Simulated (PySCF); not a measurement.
System: BCl3, singlet: umbrella (inversion) coordinate, bond length relaxed. Scanned: angle between the B-Cl bonds and the threefold axis (90 = planar). Other coordinates (B-Cl bond length) were minimised at B3LYP/def2-TZVP.

The free coordinates were minimised at B3LYP/def2-TZVP in PySCF; the energy column is PBE/cc-pVDZ (PySCF 2.14.0), in kcal/mol.

| a / ° | B-Cl bond length / Å | E |
|---|---|---|
| 90 | 1.746 | 0.0 |
| 93 | 1.747 | 0.7 |
| 96 | 1.749 | 2.7 |
| 99 | 1.753 | 6.2 |
| 102 | 1.759 | 11.1 |
| 105 | 1.767 | 17.6 |
| 108 | 1.777 | 25.8 |
| 111 | 1.790 | 35.8 |
| 114 | 1.806 | 48.0 |
| 117 | 1.827 | 62.5 |
| 120 | 1.853 | 79.8 |
| 123 | 1.887 | 100.1 |
| 126 | 1.931 | — |

Dashes: no converged value, or the column stops at the first point that the program doubted or that broke a chosen test of continuity, which isn't proof of a fault.

The scan ran from 90.0 to 132.0; beyond the range shown the relaxed coordinates jump or full CI changes its symmetry label.
